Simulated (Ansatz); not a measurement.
Results of r²SCANh in Ansatz (plane waves, PAW) for litharge PbO.

Settings: plane-wave cutoff 520 eV, 6×6×6 k mesh, Fermi–Dirac smearing 0.01 eV, scalar-relativistic PAW data made under PBE.

Computed at the level's own relaxed cell.

Problem. Predict the lattice parameter a, c axis length, band gap and smallest direct gap on the k points sampled.

Solution. 
lattice parameter a: 3.968 Å
c axis length: 5.378 Å
band gap: 2.40 eV
smallest direct gap on the k points sampled: 3.08 eV

Measured, for comparison: lattice constant a 3.975 Å (room temperature, no zero-point or thermal correction, our sources range from 3.964 to 3.975; as tabulated in Canepa et al. (2012), arXiv:1204.2842); lattice parameter c 5.023 Å (room temperature, no zero-point or thermal correction, our sources range from 4.995 to 5.023; as tabulated in Canepa et al. (2012), arXiv:1204.2842). Computed (rounded) less measured: lattice constant a -0.2 % (inside the range of the sources held), lattice parameter c +7.1 % (+7.1 % to +7.7 % over the range).

Note: the cell comes from a level without a dispersion term, which matters for the spacing of layers, chains or molecules; the cell has widely spaced layers and the level no dispersion term, so their spacing and the moduli can rest on weak binding.

Spin–orbit coupling is not included; with these elements it can move the gap by several tenths of an eV or more.

Computed values are for the static lattice.

Ansatz is a quantum-chemistry and plane-wave program.
